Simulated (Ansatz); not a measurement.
# CH2FSi+ (SMILES F[C+]=[SiH2]): one structure at several levels

The task here is to estimate one member of a computed series from the others.

Program: Ansatz 0.2.0, Gaussian basis. Level of theory: single points in def2-TZVPP. These are calculated values, not measurements.

Correlated methods freeze the cores.

### The system as given

5 atoms, charge 1, spin multiplicity 1.

Atoms are counted from 1 here; the program's logs count them from 0.

Bond lengths: F1–C2 1.301 Å, C2–Si3 1.820 Å, Si3–H4 1.453 Å, Si3–H5 1.450 Å. Angles: F1–C2–Si3 130.3°, C2–Si3–H4 117.7°, C2–Si3–H5 119.1°, H4–Si3–H5 122.5°.

Geometry (Å):

```xyz
5
CH2FSi
F     0.8912   -1.2191    1.5852
C    -0.0131   -0.4059    1.1229
Si   -0.2067    0.3177   -0.5356
H    -1.1044   -0.3507   -1.4626
H     0.3567    1.6263   -0.8033
```

Set-up of the first run:

run/in.yaml reads:

```yaml
crystal:
  periodic: [false, false, false]
  atoms:
    - {symbol: F, position_ang: [0.891200, -1.219100, 1.585200]}
    - {symbol: C, position_ang: [-0.013100, -0.405900, 1.122900]}
    - {symbol: Si, position_ang: [-0.206700, 0.317700, -0.535600]}
    - {symbol: H, position_ang: [-1.104400, -0.350700, -1.462600]}
    - {symbol: H, position_ang: [0.356700, 1.626300, -0.803300]}
basis:
  gaussian: {orbitals: def2-TZVPP}
total_charge: 1
correlation: {method: ccsd_t}
output: {forces: true}
```

No record of the launch command was kept for these runs.

Steps of the session up to this table: CCSD(T)/def2-TZVPP; PBE0-D4/def2-TZVPP; wB97M-V/def2-TZVPP; r2SCAN-D4/def2-TZVPP; PBE-D4/def2-TZVPP; B97M-V/def2-TZVPP; r2SCAN0-D4/def2-TZVPP.

One table of the session follows, with a row left open; its other results are not shown here.

| method | RMS force component (eV/Å) | angle to CCSD(T) forces (°) |
| --- | --- | --- |
| CCSD(T) | 1.044 | reference |
| PBE0-D4 | ? | ? |
| wB97M-V | 1.022 | 7.2 |
| r2SCAN-D4 | 1.034 | 8.3 |
| PBE-D4 | 0.913 | 13.4 |
| B97M-V | 1.099 | 4.8 |
| r2SCAN0-D4 | 1.217 | 7.8 |

Q: Estimate the row for PBE0-D4 from the others.

As computed: RMS force component (eV/Å): 1.153; angle to CCSD(T) forces (°): 8.0. In the column «RMS force component (eV/Å)» it lies between B97M-V (1.099) and r2SCAN0-D4 (1.217).
